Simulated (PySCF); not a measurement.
C₃H₇Cl, SMILES CCCCl.

The structure is a stationary point at PBE0-D3(BJ)/def2-SVP. One conformer was computed; it need not be the lowest.

Two levels are set side by side: TDA-PBE/def2-SVPD (PySCF) and TDA-LC-ωPBE/def2-SVPD (PySCF). Vertical, same geometry. The lowest singlet is HOMO→LUMO 85 % with PBE and HOMO→LUMO+1 59 %, HOMO→LUMO+7 14 % with the other functional; states are paired by order. Differences are taken from unrounded values.

```tsv
quantity	TDA-LC-ωPBE
lowest singlet excitation (eV)	7.69
lowest triplet excitation (TDA) (eV)	6.85
```

Question: What does TDA-PBE give, and how far is it from TDA-LC-ωPBE? (An estimate is asked for; the answer gives what the named calculation found.)

Answer: 
```csv
quantity,TDA-PBE,TDA-PBE minus TDA-LC-ωPBE
lowest singlet excitation (eV),6.87,-0.82
lowest triplet excitation (TDA) (eV),6.28,-0.57
```

A lower first singlet is the usual sign of a functional without exact exchange. Differences between two approximate levels are no errors against the true value.

Rough cost on one machine, each run with all the roots and properties that it gave: TDA-LC-ωPBE against TDA-PBE about 3 times.
